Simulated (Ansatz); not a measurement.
A calculation with Ansatz (development build ahead of 0.2.0).

```yaml
crystal:
  periodic: [false, false, false]
  atoms:
    - { symbol: B, position_ang: [0.0, 0.0, -0.19203] }
    - { symbol: H, position_ang: [0.0, 0.0, 0.96014] }
basis:
  gaussian: { orbitals: cc-pVTZ }
hamiltonian:
  xc: hf
correlation:
  method: mp2
  frozen_orbitals: { B: 1, H: 0 }
```

The input is written out in the form of the current development build from the run's settings.

Output:

* Converged: yes
* Reference energy: -25.12786 hartree
* Correlation energy: -0.07326 hartree
* Total energy: -25.20112 hartree
* Spin squared of the determinant: 0.000
